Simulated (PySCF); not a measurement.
O2S, SMILES O=S=O. Geometry: PBE-D3(BJ)/def2-TZVP.

Calculation: PBE-D3(BJ)/def2-TZVP (PySCF).

Harmonic wavenumbers (cm⁻¹): 492, 1115, 1308. Rotational constants (GHz): 57.65, 10.02, 8.537; symmetry number 2.

**Question.** Work out the zero-point energy and the ideal-gas rigid-rotor harmonic-oscillator thermochemistry at 298.15 K and 1 atm.

**Answer.** ZPE = ½ Σ hcν = ½ × 2915 cm⁻¹ = 17.44 kJ/mol. H − E(el) = 28.05 kJ/mol. Entropy in J/(mol K): translation 160.63, rotation 85.05, vibration 3.19, total 248.86. G − E(el) = -46.15 kJ/mol. Cp = 40.28 J/(mol K).
